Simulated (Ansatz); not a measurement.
```yaml
crystal:
  periodic: [false, false, false]
  atoms:
    - {symbol: Ge, position_ang: [-1.050167, -0.180351, -0.001651]}
    - {symbol: N, position_ang: [0.633941, 0.452934, 0.003102]}
    - {symbol: S, position_ang: [2.153042, 0.168191, 0.002151]}
    - {symbol: H, position_ang: [-1.619729, 1.352804, 0.007434]}
basis:
  gaussian: {orbitals: def2-TZVP}
magnetization: {spin_polarized: true, initial_magnetization: 2}
hamiltonian: {xc: pbe0}
relax: {f_tol: 0.004, max_steps: 80}
```

```sh
$ ansatz run in.yaml --threads 1 --pin off --events-out ev --progress --plain --max-ram 2176MiB
```

Steps of the relaxation (energy above the last step; positions in Å, forces in eV/Å):

```
4
step 1, 44.7 meV
Ge   -1.050   -0.180   -0.002   -0.991    0.270    0.001
N     0.634    0.453    0.003    1.469    0.138    0.002
S     2.153    0.168    0.002   -0.457    0.073    0.000
H    -1.620    1.353    0.007   -0.021   -0.480   -0.003
```

```
4
step 2, 18.4 meV
Ge   -1.042   -0.123   -0.001   -0.442   -0.311   -0.002
N     0.687    0.458    0.003    0.643    0.253    0.002
S     2.192    0.127    0.002   -0.397    0.041    0.000
H    -1.720    1.331    0.007    0.196    0.017    0.000
```

```
4
step 3, 7.2 meV
Ge   -1.052   -0.141   -0.001   -0.345   -0.130   -0.001
N     0.675    0.462    0.003    0.530    0.159    0.001
S     2.180    0.139    0.002   -0.278    0.022    0.000
H    -1.686    1.333    0.007    0.093   -0.051    0.000
```

```
4
step 4, 1.6 meV
Ge   -1.063   -0.152   -0.001   -0.079   -0.011    0.000
N     0.672    0.471    0.003    0.150    0.059    0.000
S     2.171    0.144    0.002   -0.065   -0.017    0.000
H    -1.663    1.331    0.007   -0.006   -0.031    0.000
```

```
4
step 5, 0.6 meV
Ge   -1.057   -0.150   -0.001   -0.070   -0.008    0.000
N     0.675    0.484    0.003    0.043    0.052    0.000
S     2.168    0.133    0.002    0.032   -0.023    0.000
H    -1.669    1.326    0.007   -0.005   -0.020    0.000
```

```
4
step 7, 0.0 meV
Ge   -1.052   -0.148   -0.001    0.001    0.000    0.000
N     0.681    0.500    0.003   -0.004    0.001    0.000
S     2.167    0.120    0.002    0.003   -0.001    0.000
H    -1.679    1.321    0.007    0.000    0.000    0.000
```

```
4
step 8, 0.0 meV
Ge   -1.052   -0.148   -0.001    0.000    0.000    0.000
N     0.681    0.500    0.003    0.000    0.000    0.000
S     2.167    0.120    0.002    0.000    0.000    0.000
H    -1.679    1.321    0.007    0.000    0.000    0.000
```

Close pairs at the end: N2–S3 1.535 Å, Ge1–H4 1.597 Å, Ge1–N2 1.850 Å.

A stationary point of unrestricted PBE0 after 8 steps, with ⟨S²⟩ = 2.010 against 2.00 for a pure state; no frequencies were run, so it isn't proven a minimum. 60 s on 1 thread of Arm Neoverse V1, shared host.
